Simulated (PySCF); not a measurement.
Calculation: PBE-D3(BJ)/def2-TZVP // PBE-D3(BJ)/def2-SVP (PySCF). Isolated molecules, 0 K electronic values unless said otherwise. 

Reference species (SMILES): `[CH3]` (neutral, multiplicity 2).

```yaml
dipole_moment: 0.00 D
highest_occupied_spin_orbital: -5.38 eV
```

Changed species: `C[O]` (free radical OCH3; the reference has free radical CH3).

Problem. Predict the effect on the dipole moment and highest occupied spin orbital.

Solution. the dipole moment increases by 2.10 D, to 2.10 D; the highest occupied spin orbital decreases by 0.59 eV, to -5.97 eV.
